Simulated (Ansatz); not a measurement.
A calculation on wurtzite GaN returned lattice constant a 3.191 Å, lattice parameter c 5.173 Å, cohesive energy 2.52 eV/atom.

For reference: lattice constant a 3.189 Å (measured, room temperature, no zero-point or thermal correction; as tabulated in Lucero et al. (2012), arXiv:1111.4515); lattice parameter c 5.185 Å (measured, room temperature, not corrected to a static lattice; as tabulated in Lucero et al. (2012), arXiv:1111.4515); cohesive energy 4.53 eV/atom (measured, temperature not stated, not corrected to a static lattice; as tabulated in Zoroddu et al. (2001), arXiv:cond-mat/0011434).

Task: Which level of theory produced these numbers?
A) PBE0 (Ansatz (a program for electronic structure))
B) Hartree–Fock (Ansatz)
C) LDA (Ansatz)
D) HSE06 (Ansatz)

Result: B, Hartree–Fock (Ansatz)

The others give: LDA 3.152 Å, 5.138 Å, 5.41 eV/atom; HSE06 3.185 Å, 5.178 Å, 4.34 eV/atom; PBE0 3.184 Å, 5.177 Å, 4.33 eV/atom.

Unless a cell is named, each level is at its own relaxed cell (Hartree–Fock 11.40, HSE06 11.37, LDA 11.05, PBE0 11.36 Å³/atom).

Ansatz's density-functional and Hartree–Fock values are scalar-relativistic unless marked +SOC, with PAW data made under PBE.
